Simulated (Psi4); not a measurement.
**One shape, several levels: doublet [H2SO4]+**

Aim: a comparison of 4 runs (UHF/STO-3G, UB3LYP/6-31G*, UHSE06/def2-SVP, UMP2/def2-SVP) of doublet [H2SO4]+. 

The results are computed with Psi4 1.11.

3 further runs of the same task are left out: 3 that didn't finish.

### 1 The system as given

The species is [H2SO4]+ (7 atoms), meant as a doublet with charge +1. As SMILES of the parent species, `O=S(=O)(O)O`. Geometry: relaxed at PBE0-D4/def2-TZVP. This is one conformer, not always the lowest. That shape belongs to the parent species and isn't relaxed for this state.

Bond lengths: O1–S2 1.409 Å, S2–O3 1.426 Å, S2–O4 1.579 Å, S2–O5 1.580 Å, O4–H6 0.966 Å, O5–H7 0.966 Å. Angles: O1–S2–O3 123.8°, O1–S2–O4 106.4°, O1–S2–O5 106.5°, O3–S2–O4 108.0°, O3–S2–O5 107.9°, O4–S2–O5 102.2°, S2–O4–H6 108.8°, S2–O5–H7 108.8°.

### 2 A single-point energy at UHF/STO-3G (run 1)

h2o4s.xyz

```xyz
7
H2O4S
O      0.378560    -1.582120     0.852810
S     -0.025180    -0.469810     0.088090
O     -0.941220    -0.546190    -1.001730
O     -0.574200     0.600630     1.111480
O      1.296500     0.218440    -0.436390
H     -1.246070     1.137720     0.671090
H      1.111610     0.641340    -1.285360
```

h2o4s_ase.py

```python
import numpy as np
from ase.calculators.psi4 import Psi4
from ase.io import read

mol = read('h2o4s.xyz')
calc = Psi4(atoms=mol, method='scf', basis='STO-3G', memory='2200MB', num_threads=1, charge=1, multiplicity=2, label='psi4-calc', reference='uhf')
calc.psi4.set_options({'puream': True, 'e_convergence': 1e-09, 'd_convergence': 1e-08, 'scf_type': 'pk', 'maxiter': 100})
mol.calc = calc

print(f'energy: {mol.get_potential_energy():.6f} eV')
```

Command:

```bash
$ python h2o4s_ase.py
```

psi4-calc.dat:

```text
[...]
  Running in c1 symmetry.
[...]
  Nuclear repulsion =  290.883803720811159
[...]
  Multiplicity = 2
[...]
  Nalpha       = 25
  Nbeta        = 24
[...]
    Number of basis functions: 31
[...]
   @UHF iter   1:  -688.46266084744548   -4.45861e-01   2.21226e-02 DIIS/ADIIS
[...]
   @UHF iter  28:  -688.98890753048613    2.27374e-13   5.39198e-09 DIIS
[...]
   @S^2 Observed:                7.581687101E-01
[...]
  @UHF Final Energy:  -688.98890753048613
   => Energetics <=
    Nuclear Repulsion Energy =            290.8838037208111587
    One-Electron Energy =               -1516.7194731960917125
    Two-Electron Energy =                 536.8467619447944799
    Total Energy =                       -688.9889075304861308
  UHF NO Occupations:
  HONO-2 :   23  A 1.9988250
  HONO-1 :   24  A 1.9980442
[...]
 Multipole Moments:
 ------------------------------------------------------------------------------------
     Multipole            Electronic (a.u.)      Nuclear  (a.u.)        Total (a.u.)
 ------------------------------------------------------------------------------------
 L = 1.  Multiply by 2.5417464519 to convert [e a0] to [Debye]
 Dipole X            :          0.1254456           -0.1575680           -0.0321224
 Dipole Y            :         -1.6600152            2.3189732            0.6589581
 Dipole Z            :          0.5661644           -0.7790709           -0.2129065
 Magnitude           :                                                    0.6932436
[...]
```

Standard output:

```text
energy: -18748.343129 eV
```

Run time: 1.9 s. Hardware: 1 thread of Intel Xeon Platinum 8488C (Sapphire Rapids), shared host; peak memory 0.19 GiB.

### 3 A single-point energy at UB3LYP/6-31G(d) (spherical functions) (run 2)

h2o4s.in

```
memory 2200 MB

molecule system {
  1 2
  O
  S 1 r2
  O 2 r3 1 a3
  O 2 r4 1 a4 3 d4
  O 2 r5 1 a5 4 d5
  H 4 r6 2 a6 1 d6
  H 5 r7 2 a7 1 d7

  r2 = 1.408913
  r3 = 1.425718
  a3 = 123.82929
  r4 = 1.579428
  a4 = 106.43833
  d4 = 125.77703
  r5 = 1.579749
  a5 = 106.5234
  d5 = 108.45972
  r6 = 0.966343
  a6 = 108.8491
  d6 = -151.01005
  r7 = 0.966322
  a7 = 108.80039
  d7 = 149.94605
  symmetry c1
  no_reorient
  no_com
}

set globals {
  basis 6-31G*
  reference uks
  puream true
  e_convergence 1e-09
  d_convergence 1e-08
  scf_type pk
  dft_radial_points 99
  dft_spherical_points 590
  maxiter 100
}

e_tot, wfn = energy('b3lyp', return_wfn=True)
oeprop(wfn, 'WIBERG_LOWDIN_INDICES', 'DIPOLE', 'QUADRUPOLE')
```

Command:

```bash
$ psi4 -i h2o4s.in -o h2o4s.out -n 1
```

h2o4s.out:

```text
[...]
  Running in c1 symmetry.
[...]
  Nuclear repulsion =  290.883758388215995
[...]
  Multiplicity = 2
[...]
  Nalpha       = 25
  Nbeta        = 24
[...]
    Number of basis functions: 78
[...]
   @UKS iter   1:  -699.41748274604197    1.14482e+00   1.16851e-02 ADIIS/DIIS
[...]
   @UKS iter  28:  -699.74739038234304   -2.72848e-12   5.03535e-09 DIIS
[...]
   @S^2 Observed:                7.604364789E-01
[...]
  @UKS Final Energy:  -699.74739038234304
   => Energetics <=
    Nuclear Repulsion Energy =            290.8837583882159947
    One-Electron Energy =               -1527.1240565976845573
    Two-Electron Energy =                 585.4026001636312913
    DFT Exchange-Correlation Energy =     -48.9096923365057066
    Empirical Dispersion Energy =           0.0000000000000000
    VV10 Nonlocal Energy =                  0.0000000000000000
    Total Energy =                       -699.7473903823430419
[...]
 Multipole Moments:
 ------------------------------------------------------------------------------------
     Multipole            Electronic (a.u.)      Nuclear  (a.u.)        Total (a.u.)
 ------------------------------------------------------------------------------------
 L = 1.  Multiply by 2.5417464519 to convert [e a0] to [Debye]
 Dipole X            :         -0.0352071           -0.0080963           -0.0433034
 Dipole Y            :         -0.7897342            0.8514020            0.0616678
 Dipole Z            :         -0.8160409            2.2987966            1.4827557
 Magnitude           :                                                    1.4846692
 L = 2.  Multiply by 1.3450342976 to convert [e a0^2] to [Debye ang]
 Quadrupole XX       :       -122.1514372          103.4975419          -18.6538953
 Quadrupole XY       :         -0.1209631            0.0745179           -0.0464452
[...]
```

Wall time 36 s (1 thread of Intel Xeon Platinum 8488C (Sapphire Rapids), shared host); peak memory 1.1 GiB.

Run 3 isn't shown in full; the table further down has it.

### 4 The energy at UMP2/def2-SVP (run 4)

run.py

```python
import psi4

psi4.set_memory(2200000000)
psi4.set_num_threads(1)
psi4.set_output_file('run.log', False)

m = psi4.geometry("""
1 2
O      0.71537472    -2.98977350     1.61157734
S     -0.04758330    -0.88781223     0.16646597
O     -1.77864802    -1.03214951    -1.89299535
O     -1.08508074     1.13502620     2.10039279
O      2.45002992     0.41279177    -0.82465758
H     -2.35473103     2.14997921     1.26817630
H      2.10063846     1.21195695    -2.42897837
units au
symmetry c1
no_reorient
no_com
""")

options = {'basis': 'def2-SVP', 'reference': 'uhf', 'puream': True, 'e_convergence': 1e-09, 'd_convergence': 1e-08, 'scf_type': 'pk', 'num_frozen_docc': 9, 'mp2_type': 'conv', 'maxiter': 100, 'soscf': True, 'soscf_start_convergence': 0.001}
psi4.set_options(options)

e_tot = psi4.energy("mp2")
print('E =', round(e_tot, 9))
```

Command:

```bash
$ python run.py
```

run.log:

```text
[...]
  Running in c1 symmetry.
[...]
  Nuclear repulsion =  290.883803957897442
[...]
  Multiplicity = 2
[...]
  Nalpha       = 25
  Nbeta        = 24
[...]
    Number of basis functions: 84
[...]
   @UHF iter   1:  -696.91547443954448    9.70208e-01   9.26898e-03 DIIS/ADIIS
[...]
   @UHF iter  87:  -697.20375147614698   -1.47793e-12   3.55547e-09 SOSCF, nmicro=conv
[...]
   @S^2 Observed:                7.659249953E-01
[...]
  @UHF Final Energy:  -697.20375147614698
   => Energetics <=
    Nuclear Repulsion Energy =            290.8838039578974417
    One-Electron Energy =               -1525.6302611513156080
    Two-Electron Energy =                 537.5427057172711329
    Total Energy =                       -697.2037514761469765
  UHF NO Occupations:
  HONO-2 :   23  A 1.9982027
  HONO-1 :   24  A 1.9955753
[...]
 Multipole Moments:
 ------------------------------------------------------------------------------------
     Multipole            Electronic (a.u.)      Nuclear  (a.u.)        Total (a.u.)
 ------------------------------------------------------------------------------------
 L = 1.  Multiply by 2.5417464519 to convert [e a0] to [Debye]
 Dipole X            :         -0.4490694            1.3979817            0.9489123
 Dipole Y            :         32.1941168          -30.6358998            1.5582170
 Dipole Z            :        -10.5191178            9.4571910           -1.0619267
 Magnitude           :                                                    2.1109626
[...]
	SCS-MP2 Total Energy (a.u.)        :  -698.02912771333524
	SOS-MP2 Total Energy (a.u.)        :  -698.01186442958590
	SCSN-MP2 Total Energy (a.u.)       :  -697.62311979850938
[...]
	SOS-PI-MP2 Total Energy (a.u.)     :  -698.07402696446582
[...]
	MP2 Total Energy (a.u.)            :  -698.06365428083393
[...]
```

On the terminal:

```text
E = -698.063654281
```

Wall time 42 s (1 thread of Intel Xeon Platinum 8488C (Sapphire Rapids), shared host); peak memory 0.4 GiB.

### 5 All runs side by side

| run | level | integration grid | task | energy (Eh) | HOMO energy (eV) | LUMO energy (eV) | ⟨S²⟩ | wall time |
| --- | --- | --- | --- | --- | --- | --- | --- | --- |
| 1 | UHF/STO-3G | – | energy | -688.988908 | -16.78 | -4.39 | 0.758 | 1.9 s |
| 2 | UB3LYP/6-31G* (spherical functions) | 99 radial × 590 angular | energy | -699.747390 | -16.53 | -14.85 | 0.760 | 36 s |
| 3 | UHSE06/def2-SVP | 99 radial × 590 angular | gradient | -699.004047 | -16.48 | -15.08 | 0.766 | 88 s |
| 4 | UMP2/def2-SVP | – | energy | -698.063654 | -20.33 | -10.45 | 0.766 | 42 s |

### 6 Outcome

| quantity | value |
| --- | --- |
| run 4: total energy | -698.06365 Eh |
| run 4: HOMO energy (Hartree–Fock orbitals) (highest over α and β) | -20.33 eV |
| run 4: LUMO energy (Hartree–Fock orbitals) (lowest over α and β) | -10.45 eV |
| run 4: correlation energy (9 core orbitals frozen) | -859.9 mEh |
| run 4: ⟨S²⟩ of the reference determinant | 0.766 |

In words: Totals of different functionals can't be ranked against each other. In run 1 the basis is minimal, so the values are rough. All runs together took 2.8 min, the longest 88 s.
